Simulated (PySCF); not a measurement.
# Static response to an electric field

Species: C5H10S.
Geometry (GFN2-xTB, Å), atoms numbered from 1 in this order:
```xyz
16
C5H10S angstrom
C     -1.1042    1.1739    0.0048
C     -0.3032   -0.0650    0.4070
C     -1.1870   -1.3096    0.4276
C      0.8477   -0.2507   -0.5549
C      2.1079    0.5072   -0.3757
S      2.2519   -1.2492   -0.0061
H     -1.9229    1.3319    0.7020
H     -0.4714    2.0584    0.0068
H     -1.5203    1.0505   -0.9927
H      0.1105    0.0881    1.4097
H     -0.5987   -2.1832    0.7000
H     -1.6279   -1.4817   -0.5524
H     -1.9893   -1.1915    1.1516
H      0.5468   -0.4678   -1.5757
H      2.1977    1.1578    0.4845
H      2.6548    0.8398   -1.2480
```

Level: B3LYP/def2-SVPD (PySCF), static field, nuclei fixed, core orbitals frozen in the response. The polarisability tensor in these axes (au):

```
x   88.95 -5.97 -1.53
y   -5.97 82.67 -2.83
z   -1.53 -2.83 68.56
```

Problem. What are the eigenvalues, a third of the trace, and Δα (Δα² = ½Σ(αi − αj)² over the three pairs)?

Solution. Principal values 67.65, 79.96 and 92.56 au; mean 80.06 au = 11.86 Å³ = 13.20 × 10⁻⁴⁰ C²·m²/J; Δα = 21.57 au (27 % of the mean).

Problem. What is the dipole moment, and where does it point?

Solution. (-1.20, 1.62, -0.34) D, 2.04 D in size, pointing from the negative to the positive side. Measured along this direction, the outermost atoms are S6 at the negative end and H7 at the positive end.

Problem. What depolarisation ratio follows for Rayleigh scattering of linearly polarised light, taking the static tensor?

Solution. ρ = 3Δα²/(45ᾱ² + 4Δα²) = 1395.6/(288407 + 1860.9) = 0.00481.

Problem. What are the principal values of the traceless quadrupole moment, Θ = ½Σq(3rr − r²1), about the centre of nuclear charge?

Solution. -5.45, 1.36, 4.09 D·Å. The values depend on the origin, since the dipole doesn't vanish. The electronic extent ⟨r²⟩ about the same centre is 830 bohr², a root-mean-square distance of 2.04 Å for the 56 electrons.

Problem. In a dilute gas of rigid molecules at 400 K, how does the orientational term μ²/3kT compare with the electronic polarisability?

Solution. In Gaussian units μ²/3kT = 25.21 Å³ against 11.86 Å³, a ratio of 2.13; the Debye molar polarisation (4π/3)N_A(α + μ²/3kT) is 93.5 cm³/mol, leaving out the vibrational part.

Problem. Give the principal axes and the span of the nuclei along them.

Solution. Largest value along (0.86, -0.52, 0.01), where the nuclei span 4.90 Å; middle along (0.50, 0.82, -0.27), 4.65 Å; least along (0.14, 0.24, 0.96), 2.95 Å. The response follows the extents in order.

One conformer (not necessarily the lowest) at the GFN2-xTB geometry, without solvent, vibrations or thermal averaging.
